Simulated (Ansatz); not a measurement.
# CH4NSi− (SMILES C[Si-]=N): single points off equilibrium

How do the functionals fare away from a minimum? The structure is a structure displaced at random from a GFN2-xTB minimum.

The runs use Ansatz 0.2.0, Gaussian basis; single points in def2-TZVPPD.

Cores are frozen in the correlated methods.

## 1. Where the work starts

SMILES `C[Si-]=N`, 7 atoms, charge -1, spin multiplicity 1.

Atoms are counted from 1 here; the program's logs count them from 0.

Bond lengths: C1–Si2 1.944 Å, C1–H4 1.076 Å, C1–H5 1.091 Å, C1–H6 1.113 Å, Si2–N3 1.678 Å, N3–H7 1.051 Å. Angles: Si2–C1–H4 113.5°, Si2–C1–H5 107.6°, Si2–C1–H6 113.9°, H4–C1–H5 111.5°, H4–C1–H6 109.0°, H5–C1–H6 100.8°, C1–Si2–N3 101.3°, Si2–N3–H7 115.8°.

Geometry (Å):

| atom | x (Å) | y (Å) | z (Å) |
| --- | --- | --- | --- |
| C1 | -0.7929 | 0.5321 | -0.3623 |
| Si2 | 1.0588 | -0.0530 | -0.4590 |
| N3 | 1.1467 | -1.0893 | 0.8574 |
| H4 | -1.5020 | -0.2610 | -0.5256 |
| H5 | -0.9222 | 1.3379 | -1.0856 |
| H6 | -1.0496 | 1.0591 | 0.5838 |
| H7 | 2.0910 | -1.5097 | 1.0463 |

## 2. CCSD(T)/def2-TZVPPD

Contents of run/in.yaml:

```yaml
crystal:
  periodic: [false, false, false]
  atoms:
    - {symbol: C, position_ang: [-0.792900, 0.532100, -0.362300]}
    - {symbol: Si, position_ang: [1.058800, -0.053000, -0.459000]}
    - {symbol: N, position_ang: [1.146700, -1.089300, 0.857400]}
    - {symbol: H, position_ang: [-1.502000, -0.261000, -0.525600]}
    - {symbol: H, position_ang: [-0.922200, 1.337900, -1.085600]}
    - {symbol: H, position_ang: [-1.049600, 1.059100, 0.583800]}
    - {symbol: H, position_ang: [2.091000, -1.509700, 1.046300]}
basis:
  gaussian: {orbitals: "def2-TZVPPD.json"}
total_charge: -1
correlation: {method: ccsd_t}
output: {forces: true}
```

The basis file named in the input lies beside it (Basis Set Exchange, JSON).

The command line of these runs was not kept.

## 3. PBE0-D4/def2-TZVPPD

Changes to run/in.yaml since step 2:

```diff
@@ -13,3 +13,3 @@
 total_charge: -1
-correlation: {method: ccsd_t}
-output: {forces: true}
+hamiltonian: {xc: pbe0, dispersion: d4}
+output: {forces: true, orbitals: {seedname: orbitals}}
```

## 4. wB97M-V/def2-TZVPPD

Changes to run/in.yaml since step 3:

```diff
@@ -13,3 +13,3 @@
 total_charge: -1
-hamiltonian: {xc: pbe0, dispersion: d4}
-output: {forces: true, orbitals: {seedname: orbitals}}
+hamiltonian: {xc: {name: wB97M-V}}
+output: {forces: true}
```

## 5. r2SCAN-D4/def2-TZVPPD

Changes to run/in.yaml since step 4:

```diff
@@ -13,3 +13,3 @@
 total_charge: -1
-hamiltonian: {xc: {name: wB97M-V}}
+hamiltonian: {xc: r2scan, dispersion: d4}
 output: {forces: true}
```

## 6. PBE-D4/def2-TZVPPD

Changes to run/in.yaml since step 5:

```diff
@@ -13,3 +13,3 @@
 total_charge: -1
-hamiltonian: {xc: r2scan, dispersion: d4}
+hamiltonian: {xc: pbe, dispersion: d4}
 output: {forces: true}
```

## 7. r2SCAN0-D4/def2-TZVPPD

Changes to run/in.yaml since step 6:

```diff
@@ -13,3 +13,3 @@
 total_charge: -1
-hamiltonian: {xc: pbe, dispersion: d4}
+hamiltonian: {xc: {name: r2SCAN0}, dispersion: d4}
 output: {forces: true}
```

## 8. r2SCANh-D4/def2-TZVPPD

Changes to run/in.yaml since step 7:

```diff
@@ -13,3 +13,3 @@
 total_charge: -1
-hamiltonian: {xc: {name: r2SCAN0}, dispersion: d4}
+hamiltonian: {xc: {name: r2SCANh}, dispersion: d4}
 output: {forces: true}
```

(Steps that only read results are left out.)

What does the calculation give? Wanted: RMS force component; RMS force error; HOMO and LUMO, PBE0-D4; T1 diagnostic.

As calculated:

```
              quantity                                                                                                 value
   RMS force component                                                                  0.495 to 0.631 eV/Å over the methods
       RMS force error  PBE0-D4 0.160, wB97M-V 0.194, r2SCAN-D4 0.100, PBE-D4 0.115, r2SCAN0-D4 0.246, r2SCANh-D4 0.157 eV/Å
HOMO and LUMO, PBE0-D4                                                                                      0.05 and 4.12 eV
         T1 diagnostic                                                                                                 0.018
```

The forces of r2SCAN-D4 come nearest to CCSD(T), those of r2SCAN0-D4 are farthest. Frozen-core CCSD(T) forces in triple zeta carry basis errors of their own, and this is one geometry, so small gaps rank nothing.
